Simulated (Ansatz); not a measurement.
Geometry optimisation, Ansatz 0.2.0, RKS B3LYP-D4/def2-SVP.

The input (input.yaml):

```yaml
crystal:
  periodic: [false, false, false]
  atoms:
    - { symbol: Si, position_ang: [-1.85872, 0.6392, -0.7631] }
    - { symbol: C, position_ang: [-0.10994, 0.22115, -0.65231] }
    - { symbol: Si, position_ang: [0.63872, -0.39135, 0.88098] }
    - { symbol: H, position_ang: [-2.00531, 1.07769, -2.26349] }
    - { symbol: H, position_ang: [0.55497, 0.29912, -1.5204] }
    - { symbol: H, position_ang: [0.51925, 0.4846, 2.10506] }
    - { symbol: H, position_ang: [2.1179, -0.62278, 0.77222] }
    - { symbol: H, position_ang: [0.14312, -1.70765, 1.44103] }
total_charge: -1
basis:
  gaussian: { orbitals: def2-SVP }
hamiltonian:
  xc: b3lyp
  dispersion: d4
relax:
  f_tol: 0.015
  max_steps: 40
```

Run as:

```bash
$ ansatz run input.yaml --threads 1 --pin off --max-ram 2048MiB --backend cpu --events-out ev --progress --plain --runs-dir out
```

Where does it end, and by what steps?

It converged. The force dipped under the threshold on the way, but the program's further checks kept it going. Limits of this set-up: an anion without diffuse functions, the dipole of an ion depends on the origin. After 13 steps the energy has fallen by 0.113 eV; H5 moved furthest, 0.85 Å.

```tsv
step	energy less start (eV)	largest force component (eV/Å)	accepted
0	0.0000	0.674	yes
1	-0.0144	0.266	yes
2	-0.0208	0.221	yes
3	-0.0210	0.238	yes
4	-0.0281	0.100	yes
5	-0.0522	0.167	yes
6	-0.0706	0.383	yes
7	-0.1034	0.204	yes
8	-0.0964	0.223	no
9	-0.1090	0.073	yes
10	-0.1128	0.014	yes
11	-0.1125	0.061	no
12	-0.1131	0.018	yes
13	-0.1131	0.012	yes
```

```xyz
8
Properties=species:S:1:pos:R:3
Si -1.570 1.235 -0.686
C -0.220 0.061 -0.655
Si 0.649 -0.395 0.877
H -1.868 1.206 -2.229
H 0.140 -0.437 -1.570
H 0.107 0.323 2.084
H 2.147 -0.126 0.914
H 0.615 -1.867 1.264
```

Run time: 18 s on 1 thread of Intel(R) Xeon(R) 6975P-C (Granite Rapids), on a shared host, peak memory 0.15 GiB.
